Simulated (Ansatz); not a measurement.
hcp Mg was calculated with HSE06 (Ansatz, a quantum-chemistry and plane-wave program, PAW).

Run with plane-wave cutoff 500 eV, 8×6×1 k mesh (along the axes of the cell as run), Fermi–Dirac smearing 0.1 eV, scalar-relativistic PAW data made under PBE.

The cell is the one relaxed with r²SCAN.

What does this level give for the surface energy of the (10-10) face and work function of the (10-10) face?


- surface energy of the (10-10) face = 0.95 J/m²
- work function of the (10-10) face = 3.75 eV

Note: exact exchange on metals is sensitive to the k mesh and can open a false gap; the run warned that the count of filled bands differs between k points.

The slab of 8 atoms is relaxed and unreconstructed.
